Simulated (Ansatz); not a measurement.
# HAlGa⁺, quintet: the ladder up to full CI

Geometry: that of the HAlGa, quartet, kept fixed. The triplet lies 4.2 eV lower here.

```yaml
atoms:
  - { symbol: Al, position_ang: [0.0000, 0.0000, 0.2539] }
  - { symbol: Ga, position_ang: [0.0000, 0.0000, -2.0897] }
  - { symbol: H, position_ang: [0.0000, 0.0000, 1.8358] }
```

Basis 6-31G (Cartesian d functions); Ansatz 0.2.0. Correlated methods freeze the noble-gas cores and the filled d shells of p-block atoms, which leaves 6 electrons in 25 orbitals. Prefix R: restricted or restricted open-shell reference; prefix U: unrestricted. Active spaces: valence = (6e, 9o) chosen from the atoms' valence shells. No spin–orbit coupling is included, and no scalar relativity.

Full CI is exact within this basis and frozen core; it isn't the basis-set limit. The frozen core follows each run's orbitals, which can shift R against U totals by a few meV for light atoms and by up to 0.1 eV past Ca.

Coupled cluster chose its determinant by trial CCSD, here up to 0.28 eV above the lowest Hartree–Fock solution of its kind, and MP2 stands on that determinant too.

```
UHF ⟨S²⟩                            : 6.018
⟨S²⟩ of the determinant under UCCSD : 6.004
T1 diagnostic (RCCSD)               : 0.0501
largest doubles amplitude (RCCSD)   : 0.128
```

```tsv
level	E − E(full CI) (mEh)	share of correlation (%)	wall time
RMP2	25.69	64.70	–
RCCSD*	4.02	94.48	–
RCCSD(T)*	1.53	97.90	6 s
BCCD(T)*	1.88	97.42	6 s
RCCSDT*	0.38	99.47	–
RCCSDT(Q)*	0.10	99.87	8 s
CASSCF (valence space)	10.30	85.84	–
NEVPT2 (valence space)	2.82	96.12	2.7 s
MRCISD (valence space)	0.21	99.71	–
MRCISD+Q (valence space)	0.11	99.85	3.7 s
MRCISD+Q(relaxed) (valence space)	-0.08	100.11	4.3 s
```

An asterisk marks runs whose energy the program itself flagged as in doubt.

The correlation energy at full CI, counted from the determinant under the R cluster runs, is -1.980 eV. That run took 35 s on 1 thread of Arm Neoverse V2, shared host over 333,741 determinants.

Run but not shown, since their state or frozen core can't be matched to the reference's or they repeat it: RHF, UHF, UMP2, UCCSD, UCCSD(T), UCCSDT, UCCSDT(Q).

Times hold each run's SCF and search for its determinant on a shared host, so for small cases they say little of a method's own cost; they ran on 1 thread of Arm Neoverse V2.

The full-CI state has the irrep A2 of C2v, in the program's axes (one component, if the state is degenerate).

Natural occupations of full CI about the gap: 1.884 1.054 0.973 0.961 0.961 0.049 0.048 0.048 0.009 0.003; effectively unpaired electrons, Σ n²(2−n)², 4.06.
